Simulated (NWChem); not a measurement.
All runs are NWChem calculations. System: water (H$_{2}$O), charge 0, spin multiplicity 1, at a geometry optimised with B3LYP/def2-SVP. Level: PBE0/cc-pVDZ.

Input file:

```
start mol
memory heap 200 mb stack 900 mb global 1100 mb
geometry units angstroms nocenter noautoz
  O      0.000000     0.000000    -0.120236
  H      0.757028     0.000000     0.480944
  H     -0.757028     0.000000     0.480944
  symmetry group C2v
end
basis spherical
  * library cc-pvdz
end
dft
  xc pbe0
  semidirect memsize 60000000 filesize 0
  iterations 100
end
task dft energy
```

NWChem printed:

```
             Northwest Computational Chemistry Package (NWChem) 7.3.0
             --------------------------------------------------------

                                NWChem Input Module
                                -------------------

 Scaling coordinates for geometry "geometry" by  1.889725989
 (inverse scale =  0.529177249)

 Turning off AUTOSYM since
 SYMMETRY directive was detected!

                             Geometry "geometry" -> ""
                             -------------------------

 Output coordinates in angstroms (scale by  1.889725989 to convert to a.u.)

  No.       Tag          Charge          X              Y              Z
 ---- ---------------- ---------- -------------- -------------- --------------
    1 O                    8.0000     0.00000000     0.00000000    -0.12023600
    2 H                    1.0000     0.75702800     0.00000000     0.48094400
    3 H                    1.0000    -0.75702800     0.00000000     0.48094400

 Effective nuclear repulsion energy (a.u.)       9.1080040135

            Nuclear Dipole moment (a.u.)
            ----------------------------
        X                 Y               Z
 ---------------- ---------------- ----------------
     0.0000000000     0.0000000000     0.0000000000

      Symmetry information
      --------------------

 Group name             C2v
 Group number             16
 Group order               4
 No. of unique centers     2

      Symmetry unique atoms

     1    2


 Summary of "ao basis" -> "" (spherical)
 ------------------------------------------------------------------------------
       Tag                 Description            Shells   Functions and Types
 ---------------- ------------------------------  ------  ---------------------
 *                          cc-pvdz                   on all atoms

                                 NWChem DFT Module
                                 -----------------

 Summary of "ao basis" -> "ao basis" (spherical)
 ------------------------------------------------------------------------------
       Tag                 Description            Shells   Functions and Types
 ---------------- ------------------------------  ------  ---------------------
 O                          cc-pvdz                  6       14   3s2p1d
 H                          cc-pvdz                  3        5   2s1p

 Summary of "ao basis" -> "ao basis" (spherical)
 ------------------------------------------------------------------------------
       Tag                 Description            Shells   Functions and Types
 ---------------- ------------------------------  ------  ---------------------
 O                          cc-pvdz                  6       14   3s2p1d
 H                          cc-pvdz                  3        5   2s1p

      Symmetry analysis of basis
      --------------------------

        a1         11
        a2          2
        b1          7
        b2          4

            General Information
            -------------------
          SCF calculation type: DFT
          Wavefunction type:  closed shell.
          No. of atoms     :     3
          No. of electrons :    10
           Alpha electrons :     5
            Beta electrons :     5
          Charge           :     0
          Spin multiplicity:     1
          Use of symmetry is: on ; symmetry adaption is: on
          Maximum number of iterations: 100
          AO basis - number of functions:    24
                     number of shells:    12
          Convergence on energy requested:  1.00D-06
          Convergence on density requested:  1.00D-05
          Convergence on gradient requested:  5.00D-04

              XC Information
              --------------
                         PBE0 Method XC Functional
                     Hartree-Fock (Exact) Exchange  0.250
          PerdewBurkeErnzerhof Exchange Functional  0.750
            Perdew 1991 LDA Correlation Functional  1.000 local
           PerdewBurkeErnz. Correlation Functional  1.000 non-local

             Grid Information
             ----------------
          Grid used for XC integration:  medium
          Radial quadrature: Mura-Knowles
          Angular quadrature: Lebedev.
          Tag              B.-S. Rad. Rad. Pts. Rad. Cut. Ang. Pts.
          ---              ---------- --------- --------- ---------
          O                   0.60       49           5.0       434
          H                   0.35       45           7.0       434
          Grid pruning is: on
          Number of quadrature shells:    94
          Spatial weights used:  Erf1

          Convergence Information
          -----------------------
          Convergence aids based upon iterative change in
          total energy or number of iterations.
          Levelshifting, if invoked, occurs when the
          HOMO/LUMO gap drops below (HL_TOL):  1.00D-02
          DIIS, if invoked, will attempt to extrapolate
          using up to (NFOCK): 10 stored Fock matrices.

                    Damping( 0%)  Levelshifting(0.5)       DIIS
                  --------------- ------------------- ---------------
          dE  on:    start            ASAP                start
          dE off:    2 iters        100 iters           100 iters

      Screening Tolerance Information
      -------------------------------
          Density screening/tol_rho:  1.00D-10
          AO Gaussian exp screening on grid/accAOfunc:  14
          CD Gaussian exp screening on grid/accCDfunc:  20
          XC Gaussian exp screening on grid/accXCfunc:  20
          Schwarz screening/accCoul:  1.00D-08

      Superposition of Atomic Density Guess
      -------------------------------------

 Sum of atomic energies:         -75.76222910

      Non-variational initial energy
      ------------------------------

 Total energy =     -75.909054
 1-e energy   =    -121.635571
 2-e energy   =      36.618513
 HOMO         =      -0.466485
 LUMO         =       0.088911

      Symmetry analysis of molecular orbitals - initial
      -------------------------------------------------

  Numbering of irreducible representations:

     1 a1          2 a2          3 b1          4 b2

  Orbital symmetries:

     1 a1          2 a1          3 b1          4 a1          5 b2
     6 a1          7 b1          8 b1          9 a1         10 a1
    11 b2         12 b1         13 a1         14 a2         15 b2

------------------------------------------------------------
EAF file 0: "./mol.aoints.0" size=524288 bytes
------------------------------------------------------------
               write      read    awrite     aread      wait
               -----      ----    ------     -----      ----
     calls:        1         0         0         0         0
   data(b): 5.24e+05  0.00e+00  0.00e+00  0.00e+00
   time(s): 0.00e+00  0.00e+00  0.00e+00  0.00e+00  0.00e+00
rate(mb/s): 0.00e+00  0.00e+00
------------------------------------------------------------

   convergence    iter        energy       DeltaE   RMS-Dens  Diis-err    time
 ---------------- ----- ----------------- --------- --------- ---------  ------
 d= 0,ls=0.0,diis     1    -76.3024727703 -8.54D+01  2.29D-02  3.64D-01     0.1
 d= 0,ls=0.0,diis     2    -76.3012198411  1.25D-03  1.18D-02  4.21D-01     0.1
 d= 0,ls=0.0,diis     3    -76.3384258422 -3.72D-02  1.31D-03  6.10D-03     0.1
 d= 0,ls=0.0,diis     4    -76.3389611755 -5.35D-04  1.14D-04  4.32D-05     0.1
 d= 0,ls=0.0,diis     5    -76.3389650337 -3.86D-06  1.12D-05  1.20D-07     0.1
 d= 0,ls=0.0,diis     6    -76.3389650504 -1.68D-08  1.30D-06  7.50D-10     0.1

         Total DFT energy =      -76.338965050433
      One electron energy =     -123.036450430464
           Coulomb energy =       46.868617490238
    Exchange-Corr. energy =       -9.279136123703
 Nuclear repulsion energy =        9.108004013496

 Numeric. integr. density =       10.000000339303

     Total iterative time =      0.1s

                  Occupations of the irreducible representations
                  ----------------------------------------------

                     irrep           alpha         beta
                     --------     --------     --------
                     a1                3.0          3.0
                     a2                0.0          0.0
                     b1                1.0          1.0
                     b2                1.0          1.0

                       DFT Final Molecular Orbital Analysis
                       ------------------------------------

 Vector    3  Occ=2.000000D+00  E=-5.213861D-01  Symmetry=b1
              MO Center=  1.8D-16, -7.6D-18,  1.1D-01, r^2= 7.8D-01
   Bfn.  Coefficient  Atom+Function         Bfn.  Coefficient  Atom+Function
  ----- ------------  ---------------      ----- ------------  ---------------
     4      0.501106  1 O  px                15      0.328792  2 H  s
    20     -0.328792  3 H  s                  7      0.207417  1 O  px
    16      0.104198  2 H  s                 21     -0.104198  3 H  s
    19     -0.029696  2 H  pz                24      0.029696  3 H  pz

 Vector    4  Occ=2.000000D+00  E=-3.814449D-01  Symmetry=a1
              MO Center= -1.4D-16, -1.9D-16, -1.8D-01, r^2= 6.7D-01
   Bfn.  Coefficient  Atom+Function         Bfn.  Coefficient  Atom+Function
  ----- ------------  ---------------      ----- ------------  ---------------
     6      0.542505  1 O  pz                 3     -0.377354  1 O  s
     9      0.351496  1 O  pz                15      0.204829  2 H  s
    20      0.204829  3 H  s                  2     -0.166380  1 O  s
    16      0.047745  2 H  s                 21      0.047745  3 H  s
    17     -0.027059  2 H  px                22      0.027059  3 H  px

 Vector    5  Occ=2.000000D+00  E=-3.012248D-01  Symmetry=b2
              MO Center= -1.4D-16,  1.1D-16, -9.4D-02, r^2= 6.0D-01
   Bfn.  Coefficient  Atom+Function         Bfn.  Coefficient  Atom+Function
  ----- ------------  ---------------      ----- ------------  ---------------
     5      0.633418  1 O  py                 8      0.491568  1 O  py
    18      0.033582  2 H  py                23      0.033582  3 H  py

 Vector    6  Occ=0.000000D+00  E= 6.796983D-02  Symmetry=a1
              MO Center= -1.1D-14, -8.1D-17,  6.0D-01, r^2= 2.7D+00
   Bfn.  Coefficient  Atom+Function         Bfn.  Coefficient  Atom+Function
  ----- ------------  ---------------      ----- ------------  ---------------
     3      0.895021  1 O  s                 16     -0.764602  2 H  s
    21     -0.764602  3 H  s                  9      0.317924  1 O  pz
     6      0.245821  1 O  pz                 2      0.126746  1 O  s
    15     -0.109370  2 H  s                 20     -0.109370  3 H  s
     1     -0.030662  1 O  s

 Vector    7  Occ=0.000000D+00  E= 1.434608D-01  Symmetry=b1
              MO Center=  1.1D-14, -6.3D-31,  5.8D-01, r^2= 3.2D+00
   Bfn.  Coefficient  Atom+Function         Bfn.  Coefficient  Atom+Function
  ----- ------------  ---------------      ----- ------------  ---------------
    16      1.307097  2 H  s                 21     -1.307097  3 H  s
     7     -0.617823  1 O  px                 4     -0.364382  1 O  px
    15      0.108511  2 H  s                 20     -0.108511  3 H  s

 Vector    8  Occ=0.000000D+00  E= 5.699981D-01  Symmetry=b1
              MO Center= -1.7D-16,  4.4D-32,  2.9D-01, r^2= 1.9D+00
   Bfn.  Coefficient  Atom+Function         Bfn.  Coefficient  Atom+Function
  ----- ------------  ---------------      ----- ------------  ---------------
    15      0.938052  2 H  s                 20     -0.938052  3 H  s
    16     -0.867790  2 H  s                 21      0.867790  3 H  s
     7     -0.328416  1 O  px                 4     -0.284003  1 O  px
    19      0.134092  2 H  pz                24     -0.134092  3 H  pz
    13     -0.107480  1 O  d  1              17      0.059227  2 H  px

 center of mass
 --------------
 x =   0.00000000 y =   0.00000000 z =  -0.10007044

 moments of inertia (a.u.)
 ------------------
           2.310342816991           0.000000000000           0.000000000000
           0.000000000000           6.435463705811           0.000000000000
           0.000000000000           0.000000000000           4.125120888820

     Multipole analysis of the density
     ---------------------------------

     L   x y z        total         alpha         beta         nuclear
     -   - - -        -----         -----         ----         -------
     0   0 0 0     -0.000000     -5.000000     -5.000000     10.000000

     1   1 0 0     -0.000000     -0.000000     -0.000000      0.000000
     1   0 1 0     -0.000000     -0.000000     -0.000000      0.000000
     1   0 0 1      0.770833      0.385417      0.385417      0.000000

     2   2 0 0     -3.173948     -3.633520     -3.633520      4.093092
     2   1 1 0     -0.000000     -0.000000     -0.000000      0.000000
     2   1 0 1      0.000000      0.000000      0.000000      0.000000
     2   0 2 0     -5.212088     -2.606044     -2.606044      0.000000
     2   0 1 1      0.000000      0.000000      0.000000      0.000000
     2   0 0 2     -4.364920     -3.214976     -3.214976      2.065032

 Task  times  cpu:        0.1s     wall:        0.1s

 Total times  cpu:        0.1s     wall:        0.1s
```
